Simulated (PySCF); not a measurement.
Sulfuryl chloride, Cl2O2S.
SMILES with atom numbers: `[O:1]=[S:2](=[O:3])([Cl:4])[Cl:5]`

Method: PBE0-D3(BJ)/def2-SVP geometry optimisation, gas phase (PySCF); density fitting, grid level 1; the optimiser is geomeTRIC in internal coordinates, started from a GFN2-xTB structure with every atom displaced at random (about 0.01 Å).

Step 0: E = -39941.7541 eV
```
atom  x, y, z in Å  |  force x, y, z in eV/Å
O1      1.1645   -0.1173   -1.0861    0.277   0.106  -1.123
S2      0.2585   -0.0827    0.0118   -0.150   0.692  -0.752
O3      0.6792   -0.5254    1.2845    0.152  -0.505   1.996
Cl4    -0.4454    1.8606    0.1853   -0.066  -0.369  -0.041
Cl5    -1.4387   -1.0924   -0.4799   -0.213   0.076  -0.080
```

Step 1: E = -39941.6965 eV
```
atom  x, y, z in Å  |  force x, y, z in eV/Å
O1      1.1951   -0.1768   -1.1466   -0.574   0.556   1.148
S2      0.3324   -0.0623    0.0198   -0.174  -0.814  -1.055
O3      0.6866   -0.5277    1.3309    0.345   0.264   0.026
Cl4    -0.5553    1.7725    0.1873    0.563   0.588   0.029
Cl5    -1.4405   -0.9628   -0.4758   -0.161  -0.594  -0.148
```

Step 2: E = -39941.8056 eV
```
atom  x, y, z in Å  |  force x, y, z in eV/Å
O1      1.1813   -0.1458   -1.1281   -0.431   0.230   0.485
S2      0.2977   -0.0766    0.0139    0.188  -0.253  -0.437
O3      0.6876   -0.5101    1.3259    0.005   0.021   0.016
Cl4    -0.4951    1.8055    0.1941    0.189   0.158  -0.072
Cl5    -1.4534   -1.0302   -0.4904    0.050  -0.156   0.007
```

**Question.** Estimate the geometry and energy of step 3. (The exact step hangs on the optimiser's Hessian estimate; all steps are aligned on step 2, rigid shifts and turns removed.)

**Answer.** E = -39941.8223 eV, largest force 0.104 eV/Å
```
atom  x, y, z in Å  |  force x, y, z in eV/Å
O1      1.1609   -0.1204   -1.1232   -0.035   0.032   0.062
S2      0.2869   -0.0803    0.0169    0.004  -0.057  -0.087
O3      0.6779   -0.5167    1.3278   -0.016   0.017  -0.006
Cl4    -0.4611    1.8230    0.1849    0.020   0.024  -0.012
Cl5    -1.4464   -1.0627   -0.4908    0.027  -0.016   0.043
```

The energy changes by -0.0166 eV. The first-order estimate −F·Δx gives -0.0297 eV and the mean of the old and new forces, exact on a quadratic surface, -0.0167 eV. The step makes an angle of 60° with the force vector and moves no atom by more than 0.039 Å.

What follows is the cost of the whole optimisation. Hardware: an Intel Xeon at 2.60 GHz with one thread, no GPU, shared host with 128 logical CPUs at a one-minute load of 8.6. Cost: 13 s wall, 0.36 GiB resident at most.
